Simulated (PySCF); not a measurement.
## Frontier orbitals and the lowest excitations

Species: HCN.
Bonds: C1–N2 (triple). Hydrogens: H3 on C1.

The calculation used PySCF 2.14.0, density-fitted response routines, TDDFT B3LYP/def2-SVPD, vertical, gas phase, core orbitals frozen in the response. Geometry: PBE0-D3(BJ)/def2-SVP; no solvent, vibrations or thermal averaging.

Frontier orbitals with the atoms that hold most of them (Löwdin shares over 4%, at most four atoms):

```
orbital  ε (eV)                   atoms
 LUMO+2    0.71          C1 50%, H3 47%
 LUMO+1   -0.15  C1 44%, N2 41%, H3 15%
   LUMO   -0.15  C1 44%, N2 41%, H3 15%
   HOMO  -10.16          N2 52%, C1 44%
 HOMO-1  -10.16          N2 52%, C1 44%
 HOMO-2  -10.62          N2 81%, C1 17%
 HOMO-3  -16.56  C1 50%, H3 40%, N2 10%
```

Within 0.005 eV of a neighbour in this list lie HOMO-1/HOMO and LUMO/LUMO+1 (point group found: C∞v).

(1) How does S1 compare with the orbital gap of 10.01 eV?

Answers

(1) S1 is at 7.79 eV (f = 0.0000), 2.22 eV below the gap, made of HOMO-1/HOMO→LUMO/LUMO+1 (99%). 

Next come S2 at 8.09 eV (f 0.0000), HOMO-1/HOMO→LUMO/LUMO+1 (100%); S3 at 8.09 eV (f 0.0000), HOMO-1/HOMO→LUMO/LUMO+1 (100%); S4 at 9.09 eV (f 0.015), HOMO-2→LUMO/LUMO+1 (99%); S5 at 9.09 eV (f 0.015), HOMO-2→LUMO/LUMO+1 (99%).

Orbitals of the list HOMO-3 to LUMO+2 that lie within 0.01 eV of each other are written together with a slash and their weights summed (≥ marks a lower bound); for degenerate orbitals outside that list single weights are arbitrary.

Time: 3.4 s of wall time. Hardware: x86-64 server, one thread (shared host).
